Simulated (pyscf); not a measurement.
# Atom transfer: H₂N–Ga(Cl)–Cl + H• → [H₂N–Ga–Cl]• + HCl

Gas phase, doublet surface, charge 0. Bonds broken: Ga2–Cl3. Bonds formed: Cl3–H7. Optimised with ωB97X-D3(BJ)/def2-SVP in PySCF.

Transition state (Å):

```xyz
7

N     -0.6831     0.8266     0.5854
Ga    -1.2558    -0.2974    -0.7009
Cl     0.2612    -1.7812    -1.7165
Cl    -3.3313    -0.2323    -1.2663
H      0.2739     0.8679     0.9149
H     -1.2915     1.4887     1.0544
H      1.3675    -2.6952    -2.2980
```

One imaginary mode, 982i cm⁻¹; descent along it reached the two sides named.

```
bond     change  reactant side (Å)  saddle  product side
-------  ------  -----------------  ------  ------------
Ga2–Cl3  breaks              2.129   2.353           4.0
Cl3–H7    forms                3.6   1.548         1.286
```

Electronic energies relative to the separated reactants (eV):

```csv
level,barrier,reaction energy,reverse barrier
ωB97X-D3(BJ)/def2-TZVP,0.78,+0.10,0.68
PBE/def2-TZVP,0.23,-0.17,0.40
r²SCAN/def2-TZVP,0.34,-0.11,0.45
B3LYP-D3(BJ)/def2-TZVP,0.34,-0.21,0.56
PBE0-D3(BJ)/def2-TZVP,0.47,-0.04,0.51
M06-2X/def2-TZVP,0.69,-0.02,0.71
ωB97M-D3(BJ)/def2-TZVP,0.67,-0.12,0.79
HF/def2-TZVP,1.40,+0.16,1.25
```

With ωB97M-D3(BJ)/def2-TZVP energies and thermal terms (ideal gas, 1 atm, RRHO with modes under 100 cm⁻¹ raised to 100, one conformer, R ln 2 for chiral ones without a mode under 150 cm⁻¹), in eV:

```tsv
T (K)	ΔH‡	ΔG‡	ΔH	ΔG
298	0.66	0.91	-0.01	-0.16
600	0.64	1.18	-0.05	-0.30
900	0.63	1.45	-0.09	-0.42
1200	0.62	1.72	-0.14	-0.53
```

One saddle was located; it need not be the lowest between these sides. The angle at the transferred Cl is 174°. Elements up to Kr have no core potential and no relativistic terms here.
